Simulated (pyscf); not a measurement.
Single points on ωB97X-D3(BJ)/def2-SVP structures (PySCF, gas phase).

Task: Estimate the classical barrier height and the reaction energy of `[SiH3][GeH3]` + `[H]` [doublet] → `[SiH2][GeH3]` [doublet] + `[H][H]` at ωB97M-D3(BJ)/def2-TZVP. The step runs on the doublet surface, breaks H–Si and forms H–H; take the separated reactants as zero.

Result: ΔE‡ = 4.3 kcal/mol, ΔE = -13.8 kcal/mol. Zero-point energy shifts the barrier by -0.6 kcal/mol. It is a hydrogen abstraction, with an imaginary mode of 907i cm⁻¹. •H₂Si–GeH₃ lies 8.4 kcal/mol over its isomer H₃Si–GeH₂• (electronic energy, ωB97M-D3(BJ)/def2-TZVP). This is the saddle that the search found; another between the same sides may lie lower. The angle at the transferred H is 178°. Elements up to Kr have no core potential and no relativistic terms here.
